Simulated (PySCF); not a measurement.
**A thermochemical cycle for CH**

PBE0 in PySCF with def2-TZVP on every atom, for the lowest determinant that a PBE0 search found; no spin–orbit coupling. CH, a doublet (π ↑), has De = 3.58 eV to neutral atoms, and CH⁺, a singlet (closed shell), has De = 4.11 eV to H + C⁺.

At the same level the C atom ionises at 11.51 eV.

Problem. What is the adiabatic ionisation energy of the molecule, and does ionisation strengthen or weaken the bond?

Solution. IE = IE(C) + De(neutral) − De(ion) = 11.51 + 3.58 − 4.11 = 10.98 eV. De changes by +0.53 eV, so ionisation strengthens the bond.

For an ion De counts to the pair picked by the measured ionisation energies or electron affinities, which need not be the lowest pair at this level. States were picked by a PBE0 search and need not be the measured ground states.
